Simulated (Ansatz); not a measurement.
Basis-set series for `[BH2][AlH][OH]`. The species carries charge 0 and has multiplicity 1. The structure was optimised at the PBE0-D4/def2-TZVP level. It is one conformer, not always the lowest.

```tsv
functional	basis	functions	energy (Eh)	HOMO (eV)	LUMO (eV)
PBE0-D4	def2-SVP	66	-344.50796	-7.44	-2.27
PBE0-D4	def2-TZVPP	160	-344.72017	-7.50	-2.37
ωB97M-V	def2-SVP	66	-344.67662	-9.54	-0.19
ωB97M-V	def2-TZVPP	160	-344.89389	-9.64	-0.40
```

(1) Give the rows for def2-QZVPP. (Estimate.)

Answers

(1) Computed: 
```csv
functional,basis,functions,energy (Eh),HOMO (eV),LUMO (eV)
PBE0-D4,def2-QZVPP,304,-344.73437,-7.52,-2.39
ωB97M-V,def2-QZVPP,304,-344.90758,-9.66,-0.48
```
